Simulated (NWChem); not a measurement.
**Ionisation of P (+1)**

```
P
```
Charge +1, spin multiplicity 3.

The numbers come from NWChem runs, not from measurements.

Basis set: def2-TZVP. −ε marks an orbital energy of the parent.

The stability of the SCF solutions was not checked. Open-shell Hartree-Fock references start from PBE0 orbitals.

**Question.** Order these methods by the first vertical ionisation energy they give, lowest first: −ε(alpha HOMO) of HF, −ε(alpha HOMO) of PBE0, evGW@PBE0, G0W0@PBE0, −ε(alpha HOMO) of TPSS.

**Answer.** −ε(alpha HOMO) of TPSS (15.19 eV), −ε(alpha HOMO) of PBE0 (16.34 eV), G0W0@PBE0 (19.42 eV), evGW@PBE0 (19.58 eV), −ε(alpha HOMO) of HF (19.73 eV)
